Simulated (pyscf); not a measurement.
O=Zr [singlet] + H₂O → O=ZrH–OH, an insertion (singlet surface; H–O broken, O–Zr, H–Zr formed). Structures and frequencies: ωB97X-D3(BJ)/def2-SVP in PySCF. MP2 and CC: frozen core, UHF for open shells. ΔMP2 is the change of the MP2 total energy from the triple- to the quadruple-zeta basis. Energies in kcal/mol from the separated reactants.

Small-basis levels: PySCF, no dispersion term, spherical d functions. AM1 to PM7: differences of heats of formation from MOPAC. Cost: rough CPU time at the saddle relative to B3LYP/6-31G*+LANL2DZ, from one job on a shared machine.

```json
[
 {"level": "BP86/6-31G*+LANL2DZ", "barrier": "-30.3", "reaction energy": "-83.4", "cost": "1"},
 {"level": "B3LYP/LANL2DZ", "barrier": "(withheld)", "reaction energy": "-86.7", "cost": "0.9"},
 {"level": "B3LYP/6-31G*+LANL2DZ", "barrier": "-22.8", "reaction energy": "-79.9", "cost": "1"},
 {"level": "B3LYP/6-311+G**+LANL2DZ", "barrier": "(withheld)", "reaction energy": "-68.5", "cost": "1"},
 {"level": "PBE/def2-SVP", "barrier": "-27.9", "reaction energy": "-82.6", "cost": "2"},
 {"level": "B3LYP/def2-SVP", "barrier": "-18.7", "reaction energy": "-79.1", "cost": "1"},
 {"level": "PM7", "barrier": "-24.0", "reaction energy": "-89.3", "cost": "under 0.02"},
 {"level": "CCSD(T)/def2-TZVPP + ΔMP2(QZVPP)", "barrier": "(withheld)", "reaction energy": "-67.7", "cost": "–"}
]
```

Q: Some entries are withheld; supply them.

A: 
- B3LYP/LANL2DZ, barrier: -25.6
- B3LYP/6-311+G**+LANL2DZ, barrier: -11.6
- CCSD(T)/def2-TZVPP + ΔMP2(QZVPP), barrier: -7.6

Against the last row the barrier runs from -22.7 (BP86/6-31G*+LANL2DZ) to -4.0 kcal/mol (B3LYP/6-311+G**+LANL2DZ). CCSD(T)/def2-TZVPP + ΔMP2(QZVPP) has limits of its own. On the reactant side the descent ends in an adduct with a O–Zr contact, 21.7 kcal/mol under the separated species and 9.7 kcal/mol under the saddle at ωB97X-D3(BJ)/def2-TZVP. At CCSD(T) the saddle lies under the separated reactants, which points to a path from their complex (located at ωB97X-D3(BJ) alone). What is counted as formed (O–Zr) is already present as a longer contact in the reactant adduct; forming that adduct is a step of its own. At ωB97X-D3(BJ) the barrier from the zero used here is -11.9 kcal/mol. One saddle was located; it need not be the lowest between these sides. A restricted singlet here is unstable towards spin polarisation, as is usual where a triplet lies low; its energy is less safe. The CCSD(T) − MP2 part came from Ansatz, without density fitting, on the same reference. The frozen core leaves the outer d or s,p core shells of the metals and heavy elements correlated in the MP2 and CC values, and def2-TZVPP describes them poorly, which can shift differences by a few kcal/mol. Elements past Kr carry the def2 core potentials, without spin-orbit coupling.
